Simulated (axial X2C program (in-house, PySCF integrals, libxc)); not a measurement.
# BN along the bond: PBE0, with spin–orbit coupling

Computed with an in-house relativistic program for diatomic molecules. Two-component (2c) means X2C with spin–orbit coupling and atomic mean-field two-electron Coulomb and Gaunt terms. Basis: N dyall-av3z [7s7p3d2f], B dyall-v3z [7s6p2d1f] (cores contracted in-house); Gaussian nuclei, density fitting, unrestricted open shells. Masses: N 14.003 u, B 11.009 u.

State: Ω = 2 (⟨Sz⟩ = 1.00, ⟨Lz⟩ = 1.00 at PBE0). Dipoles are positive if B is the positive end.

```csv
R (Å),μ (D),HOMO (eV),LUMO (eV)
1.146,2.031,-9.26,-6.14
1.198,2.081,-9.09,-5.91
1.238,2.115,-8.89,-5.74
1.278,2.145,-8.70,-5.59
1.317,2.169,-8.53,-5.45
1.363,2.189,-8.33,-5.30
1.409,2.196,-8.15,-5.16
1.468,2.182,-7.93,-5.00
1.541,2.120,-7.67,-4.82
1.646,1.970,-7.32,-4.64
```

**Question.** The minimum lies at 1.315 Å. What is the dipole moment there, and its slope?

**Answer.** At PBE0, 2c, with the sign and origin stated: μ = 2.17 D, dμ/dR = 0.55 D/Å.

Occupations by symmetry block were frozen at the best pattern of an incomplete PBE0 search. Density functionals use the spin component along the axis (collinear). Other states lie close and PBE0, whose exact exchange favours high spin, may order them wrongly; the determinant shown need not be the ground state. The nearest other 2c determinant of the search, Ω = 1, lies 0.14 eV up at the distance of the search. The functionals have no current-density term, which raises determinants with orbital currents, atoms included. With several unpaired electrons one determinant need not be a pure state. Open-shell Ω = 0 determinants with evenly filled partner blocks cannot be reached by this program, so the Ω shown need not be the lowest component.
